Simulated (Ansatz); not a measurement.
Ideal-gas functions of `F/C=N/P` at 600 K and 1 bar, from an Ansatz frequency run at PBE0-D4/def2-TZVP.

Molar mass 79.01 g/mol, point group Cs (symmetry number 1), electronic degeneracy 1, moments of inertia 10.769, 193.592, 200.154 u Å². Harmonic wavenumbers (cm⁻¹, unscaled): 100, 243, 244, 490, 866, 904, 922, 1008, 1111, 1182, 1366, 1776, 2399, 2402, 3104.

Use S(trans) = R[1.5 ln M + 2.5 ln T − 1.1517]; rotational temperatures θ = 24.2544 K / I; S(rot) = R[ln(√π/σ · √(T³/θAθBθC)) + 1.5]; for each mode x = 1.438777 ν̃/T, S = R[x/(eˣ − 1) − ln(1 − e⁻ˣ)] and H = RT x/(eˣ − 1); 1 cm⁻¹ = 0.0119627 kJ/mol; R = 8.31446 J/(mol·K).

By hand: the entropy, in J/(mol·K).

Translation 177.9. Rotation: θ = 2.2522, 0.1253, 0.1212 K, giving 111.0. Vibration, mode by mode: 20.21, 12.92, 12.89, 7.44, 3.59, 3.34, 3.23, 2.74, 2.26, 1.97, 1.39, 0.63, 0.18, 0.18, 0.04, in all 73.0. Electronic 0.0. Sum 361.9 J/(mol·K).

By hand: H − E and G − E in kJ/mol, counted from the electronic energy.

Zero-point energy ½ × 18117 × 0.0119627 = 108.4; thermal vibration 22.8; translation, rotation and pV give 4 RT = 20.0. H − E = 151.2 kJ/mol, and G − E = 151.2 − 600 × 361.9/1000 = -65.9 kJ/mol.

Vibration gives 20 % of the entropy, 20.2 J/(mol·K) of it from the mode under 150 cm⁻¹: soft modes count most, and the harmonic formula is weakest for them. The sum counts one conformer and one mirror image; others add a mixing term.
